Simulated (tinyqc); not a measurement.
Worked calculation: extended Hueckel theory, for HCl. Computed by tinyqc, a small Python program that keeps every step (integrals from PySCF). Settings: charge = 0, K = 1.5, multiplicity = 1. Command: `OMP_NUM_THREADS=1 python tinyqc.py 28486 28487 out.jsonl` (the two numbers bound the seeds that draw the settings). One thread of a shared host (Intel(R) Xeon(R) Processor @ 2.60GHz), about 0.01 s of CPU time with the checks.

## Overlaps

Geometry (angstrom):
```
atom         x         y         z
Cl    0.000000  0.000000  0.000000
H     0.000000  0.000000  1.393000
```

Parameters chosen for this run:
```
element  shell  Slater exponent   H_ii (eV)
Cl          3s         2.183000  -26.300000
Cl          3p         1.733000  -14.200000
H           1s         1.300000  -13.600000
```

Slater orbitals, each expanded in six Gaussians scaled to its exponent.

overlap S:
```
           1Cl 3s   1Cl 3px   1Cl 3py   1Cl 3pz     2H 1s
1Cl 3s   1.000000  0.000000  0.000000  0.000000  0.337097
1Cl 3px  0.000000  1.000000  0.000000  0.000000  0.000000
1Cl 3py  0.000000  0.000000  1.000000  0.000000  0.000000
1Cl 3pz  0.000000  0.000000  0.000000  1.000000  0.482292
2H 1s    0.337097  0.000000  0.000000  0.482292  1.000000
```

## Wolfsberg-Helmholz matrix

diagonal H_ii (eV): 1Cl 3s -26.300000, 1Cl 3px -14.200000, 1Cl 3py -14.200000, 1Cl 3pz -14.200000, 2H 1s -13.600000

K = 1.500000

H_ij = K' S_ij (H_ii + H_jj)/2 for i != j (the diagonal keeps H_ii), with K' = 1.5.

H (eV):
```
             1Cl 3s     1Cl 3px     1Cl 3py     1Cl 3pz       2H 1s
1Cl 3s   -26.300000    0.000000    0.000000    0.000000  -10.087621
1Cl 3px    0.000000  -14.200000    0.000000    0.000000    0.000000
1Cl 3py    0.000000    0.000000  -14.200000    0.000000    0.000000
1Cl 3pz    0.000000    0.000000    0.000000  -14.200000  -10.055795
2H 1s    -10.087621    0.000000    0.000000  -10.055795  -13.600000
```

## Orbitals

valence electrons = 8

Solve H C = S C e through S^(-1/2); fill by pairs from the bottom, a degenerate level sharing its electrons equally; each orbital has its largest coefficient positive (the first on a tie).

orbital energies (eV): -26.414549  -15.670660  -14.200000  -14.200000  -3.601573

occupations: 2.000000  2.000000  2.000000  2.000000  0.000000

coefficients:
```
               MO1        MO2       MO3        MO4        MO5
1Cl 3s    0.965340  -0.194123  0.000000   0.000000  -0.451942
1Cl 3px   0.000000   0.000000  0.543049   0.839701   0.000000
1Cl 3py   0.000000   0.000000  0.839701  -0.543049   0.000000
1Cl 3pz  -0.020531   0.729381  0.000000   0.000000  -0.907402
2H 1s     0.093444   0.429420  0.000000   0.000000   1.156062
```

sum of one-electron energies = -140.970417 eV

Within a degenerate level the vectors are fixed only up to a rotation; this is one choice.

## Mulliken analysis

P = C n C^T; charge = valence electrons (Cl 7, H 1) minus the sum of (P S)_ii on the atom; overlap population = 2 sum P_ij S_ij between two atoms.

charges: 1Cl -0.308851, 2H 0.308851

Overlap populations:
```
pair     value
2-1   0.609766
```
